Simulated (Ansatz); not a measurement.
Write a Python script for the Python package of Ansatz (0.2.0) that makes a geometry optimisation of C4H2FN, SMILES N#CC#CCF. Use: CAM-B3LYP, def2-SVP basis, multiplicity 1.

Contents of `c4h2fn.xyz`:
```text
8

N     3.45960   -1.16100    0.64960
C     2.38320   -0.79000    0.44320
C     1.06980   -0.33740    0.19130
C    -0.05160    0.04900   -0.02370
C    -1.41260    0.51840   -0.28490
F    -2.31730   -0.44890    0.10850
H    -1.53330    0.71810   -1.36950
H    -1.59790    1.45170    0.28560
```

Script `opt_c4h2fn.py`:
```python
import ansatz as az
import numpy as np

BASIS_SET = "def2-SVP"
XC = "cam_b3lyp"


def main() -> None:
    geometry = az.Crystal.molecule_from_extxyz("c4h2fn.xyz")

    calculation = (
        geometry.calculation()
        .basis(gaussian=BASIS_SET)
        .functional(XC)
    )
    symbols = [site.symbol for site in geometry.cartesian_sites]
    start = np.array([site.position_ang for site in geometry.cartesian_sites], dtype=float)
    report = calculation.relax(force_tolerance=0.02, max_steps=100).run().report
    end = np.array(report["positions_ang"])

    print(f"E = {report['free_energy_ev']:.6f} eV = {report['free_energy_ev'] / 27.211386246:.7f} Ha")
    print("converged:", report["converged"], " doubts:", report["published_state_doubts"] or "none")

    print("final positions (A) and the move of each atom")
    for symbol, xyz, old in zip(symbols, end, start):
        print(f"{symbol:2s} {xyz[0]:10.5f} {xyz[1]:10.5f} {xyz[2]:10.5f}   {np.linalg.norm(xyz - old):7.4f}")
    with open("c4h2fn_opt.xyz", "w") as handle:
        handle.write(f"{len(symbols)}\nrelaxed C4H2FN\n")
        handle.writelines(f"{s:2s} {x:11.6f} {y:11.6f} {z:11.6f}\n" for s, (x, y, z) in zip(symbols, end))


if __name__ == "__main__":
    main()
```

Running `python opt_c4h2fn.py` prints:
```text
E = -8374.366155 eV = -307.7522798 Ha
converged: True  doubts: none
final positions (A) and the move of each atom
N     3.44858   -1.14198    0.64076    0.0237
C     2.36880   -0.78054    0.43842    0.0179
C     1.07764   -0.34903    0.19676    0.0151
C    -0.04711    0.03602   -0.01778    0.0150
C    -1.40763    0.50402   -0.27833    0.0166
F    -2.33591   -0.42467    0.09705    0.0326
H    -1.52035    0.71603   -1.35515    0.0194
H    -1.58412    1.44005    0.27837    0.0194
```

File `c4h2fn_opt.xyz` afterwards:
```text
8
relaxed C4H2FN
N     3.448577   -1.141979    0.640756
C     2.368802   -0.780538    0.438424
C     1.077639   -0.349031    0.196764
C    -0.047111    0.036019   -0.017785
C    -1.407630    0.504023   -0.278328
F    -2.335906   -0.424673    0.097051
H    -1.520348    0.716033   -1.355150
H    -1.584123    1.440046    0.278367
```

Reading the output:
- Total energies depend on the basis set; only differences at equal settings carry meaning.
- The end point is the stationary point reached from this start; no frequency run checks that it is a minimum, and the basis set is modest.
- Wall time of the script: 24 s on 1 thread of Arm Neoverse V1, on a shared host, peak memory 0.27 GiB.

(Lines on the test bed's own set-up are left out of the output.)
